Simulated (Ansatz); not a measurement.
Mulliken charges of C₄H₅F, SMILES `C=C=C(C)F` from B3LYP/def2-TZVPP in Ansatz (PBE0-D4/def2-TZVP geometry).

| atom | x (Å) | y (Å) | z (Å) | charge (e) |
| --- | --- | --- | --- | --- |
| C1 | -1.209 | 1.455 | -0.932 | -0.206 |
| C2 | -0.252 | 0.671 | -0.534 | -0.014 |
| C3 | 0.683 | -0.131 | -0.112 | 0.130 |
| C4 | 0.562 | -1.197 | 0.911 | -0.231 |
| F5 | 1.932 | -0.034 | -0.626 | -0.213 |
| H6 | -1.400 | 2.408 | -0.447 | 0.123 |
| H7 | -1.849 | 1.190 | -1.769 | 0.123 |
| H8 | 0.821 | -2.167 | 0.478 | 0.097 |
| H9 | -0.455 | -1.241 | 1.296 | 0.094 |
| H10 | 1.249 | -1.005 | 1.739 | 0.097 |

Q: By hand: the dipole of these point charges (1 e Å = 4.8032 D).

A: Σ q r = (-0.442, -0.024, 0.172) e Å, of length 0.475 e Å = 2.28 D.

Q: How does the dipole of the full density compare? (Best estimate.)

A: Computed: (-0.305, -0.075, 0.172) e Å, 1.72 D; the point charges give 1.33 times that, at 12° from its direction.

Point charges leave out the atoms' own dipoles, such as those of lone pairs, and Mulliken's split depends on the basis, so the two needn't agree.

B3LYP here is the variant with VWN-RPA as its local correlation; programs differ in this.
